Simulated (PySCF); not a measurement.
Species: C3H5N3.
Cartesian coordinates in Å at the GFN2-xTB level; atoms count from 1:
```
atom  x, y, z in Å
C1    -1.607   -0.235   -0.043
N2    -0.185   -0.057   -0.021
C3     0.537    1.074    0.075
N4     1.818    0.794    0.086
C5     1.841   -0.549   -0.006
N6     0.652   -1.098   -0.071
H7    -1.993   -0.368    0.971
H8    -2.079    0.635   -0.496
H9    -1.833   -1.127   -0.624
H10    0.109    2.054    0.129
H11    2.746   -1.120   -0.026
```

Theory: PySCF 2.14.0, density-fitted response routines, TDDFT PBE0/def2-SVPD, vertical, gas phase, core orbitals frozen in the response.

Kohn–Sham orbitals with the atoms that hold most of them (Löwdin shares over 4%, at most four atoms; ? is withheld):

```csv
orbital,ε (eV),atoms
LUMO+2,1.28,"C5 27%, N4 26%, N6 16%, C3 8%"
LUMO+1,0.58,"C1 36%, H8 15%, C3 14%, H7 10%"
LUMO,?,"C3 25%, N2 20%, N6 19%, N4 11%"
HOMO,-7.73,?
HOMO-1,-7.95,?
HOMO-2,-8.45,"N4 37%, N2 19%, N6 15%, C3 11%"
HOMO-3,-9.34,"N6 44%, N4 19%, N2 12%, C5 11%"
```

Question: Give the leading atoms of the HOMO-1.

Answer: N4 (bonded to 2 C) 52%; N6 (bonded to C and N) 26%; C5 (bonded to 2 N and H) 8%; C3 (bonded to 2 N and H) 7%. By element: nitrogen 79% or more, carbon 15% or more.

Question: Give the leading atoms of the HOMO.

Answer: N6 (bonded to C and N) 25%; C5 (bonded to 2 N and H) 23%; N2 (bonded to 2 C and N) 20%; C3 (bonded to 2 N and H) 18%. By element: nitrogen 44% or more, carbon 42% or more.

Question: What is the LUMO energy, and the HOMO–LUMO gap?

Answer: ε(LUMO) = 0.04 eV; the gap is 7.77 eV (0.2855 hartree).

Question: The HOMO–LUMO gap is 7.77 eV. Where does the response calculation put the lowest singlet, and from which orbitals?

Answer: S1 is at 6.21 eV (f = 0.0046), 1.56 eV below the gap, made of HOMO-1→LUMO (99%). Its leading pair isn't HOMO and LUMO; the energies of that pair differ by 7.99 eV. 

Question: Give energy, strength and leading configuration of S1, S2, S3, S6 and S8, and follow the Löwdin shares of the leading atoms from the occupied to the empty orbital.

Answer: 
- S1 (6.21 eV, f 0.0046), HOMO-1→LUMO (99%): N4 52% → 11%, N6 26% → 19%, C3 7% → 25%, N2 at most 8% → 20%
- S2 (6.98 eV, f 0.109), HOMO→LUMO (78%): N6 25% → 19%, C5 23% → at most 12%, C3 18% → 25%, N2 20% → 20%
- S3 (7.19 eV, f 0.0015), HOMO→LUMO+1 (97%): N6 25% → at most 11%, C5 23% → at most 11%, C1 at most 15% → 36%, H8 at most 15% → 15%
- S6 (7.57 eV, f 0.012), HOMO-1→LUMO+1 (91%): N4 52% → at most 11%, N6 26% → at most 11%, C1 at most 8% → 36%, H8 at most 8% → 15%
- S8 (7.93 eV, f 0.014), HOMO-2→LUMO+1 (96%): N4 37% → at most 11%, N2 19% → at most 11%, C1 at most 11% → 36%, H8 at most 11% → 15%
